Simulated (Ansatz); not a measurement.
**C2H7NOS: up Jacob's ladder to CCSD(T)**

An exercise on one series of results from a longer session: the logs are not shown, and one member is left open.

Program: Ansatz 0.2.0, Gaussian basis. Level of theory: functionals in def2-TZVPP, the program's frozen cores in correlated methods. These are calculated values, not measurements.

Levels to be run: LDA (SPW92), PBE-D4, revPBE-D4, BLYP-D4, r2SCAN-D4, B97M-V, PBE0-D4, B3LYP-D4, r2SCANh-D4, r2SCAN0-D4, HSE06-D4, BHLYP-D4, CAM-B3LYP-D4, LC-ωPBE, ωB97X-V, ωB97M-V, B2PLYP, PBE-QIDH; CCSD(T)/def2-SVP; CCSD(T)/def2-TZVPP; MP2/def2-QZVPP; extrapolation to the limit; RPA on PBE.

## The relaxed structure

An earlier PBE0-D4 in a triple-zeta def2 set relaxation fixed the geometry.

SMILES `CNC(O)S`, 12 atoms, charge 0, spin multiplicity 1.

Atoms are counted from 1 here; the program's logs count them from 0.

Bond lengths: C1–N2 1.450 Å, C1–H6 1.100 Å, C1–H7 1.091 Å, C1–H8 1.091 Å, N2–C3 1.432 Å, N2–H9 1.009 Å, C3–O4 1.390 Å, C3–S5 1.841 Å, C3–H10 1.097 Å, O4–H11 0.965 Å, S5–H12 1.344 Å. Angles: N2–C1–H6 113.6°, N2–C1–H7 109.4°, N2–C1–H8 109.5°, H6–C1–H7 108.5°, H6–C1–H8 107.9°, H7–C1–H8 107.7°, C1–N2–C3 114.2°, C1–N2–H9 112.7°, C3–N2–H9 111.4°, N2–C3–O4 110.5°, N2–C3–S5 110.5°, N2–C3–H10 113.6°, O4–C3–S5 108.9°, O4–C3–H10 105.7°, S5–C3–H10 107.5°, C3–O4–H11 105.8°, C3–S5–H12 96.1°.

The first run:

The input, in.yaml:

```yaml
crystal:
  periodic: [false, false, false]
  atoms:
    - {symbol: C, position_ang: [-0.921158, -0.551910, 1.155246]}
    - {symbol: N, position_ang: [0.334170, -0.122568, 0.569637]}
    - {symbol: C, position_ang: [0.258213, 0.175396, -0.829192]}
    - {symbol: O, position_ang: [0.368136, -0.988888, -1.581193]}
    - {symbol: S, position_ang: [1.606866, 1.329803, -1.315028]}
    - {symbol: H, position_ang: [-1.718680, 0.203689, 1.092254]}
    - {symbol: H, position_ang: [-0.763797, -0.802792, 2.205128]}
    - {symbol: H, position_ang: [-1.270111, -1.452357, 0.646966]}
    - {symbol: H, position_ang: [0.766247, 0.630509, 1.082973]}
    - {symbol: H, position_ang: [-0.692398, 0.634630, -1.129090]}
    - {symbol: H, position_ang: [1.029967, -1.529575, -1.132704]}
    - {symbol: H, position_ang: [1.079546, 2.419063, -0.731098]}
basis:
  gaussian: {orbitals: def2-TZVPP}
hamiltonian: {xc: lda}
output: {orbitals: {seedname: orbitals}}
```

Steps of the session up to this table: LDA; PBE-D4 (GGA); revPBE-D4 (GGA); BLYP-D4 (GGA); r2SCAN-D4 (meta-GGA); B97M-V (meta-GGA); PBE0-D4 (hybrid); B3LYP-D4 (hybrid); r2SCANh-D4 (hybrid); r2SCAN0-D4 (hybrid); HSE06-D4 (hybrid); BHLYP-D4 (hybrid); CAM-B3LYP-D4 (range-separated); LC-ωPBE (range-separated); ωB97X-V (range-separated); ωB97M-V (range-separated); B2PLYP (double hybrid); PBE-QIDH (double hybrid).

One of the session's tables, all rows but one given; the rest of the session is left out.

It belongs to the step «Orbital energies across the functionals». 

```
  functional  HOMO (eV)  gap (eV)
 LDA (SPW92)      -5.71      4.75
      PBE-D4      -5.57      4.82
   revPBE-D4      -5.52      4.86
     BLYP-D4      -5.46      4.77
   r2SCAN-D4      -5.84      5.44
      B97M-V          ?         ?
     PBE0-D4      -6.91      7.10
    B3LYP-D4      -6.69      6.58
  r2SCANh-D4      -6.34      6.28
  r2SCAN0-D4      -7.09      7.52
    HSE06-D4      -6.50      6.32
    BHLYP-D4      -8.12      9.15
CAM-B3LYP-D4      -8.31      9.46
     LC-ωPBE      -9.71     12.14
     ωB97X-V      -9.35     11.59
     ωB97M-V      -9.20     11.15
```

Q: Estimate the row for B97M-V from the others.

The run gave: HOMO (eV): -5.97; gap (eV): 5.43. In the column «HOMO (eV)» it lies between r2SCANh-D4 (-6.34) and r2SCAN-D4 (-5.84).
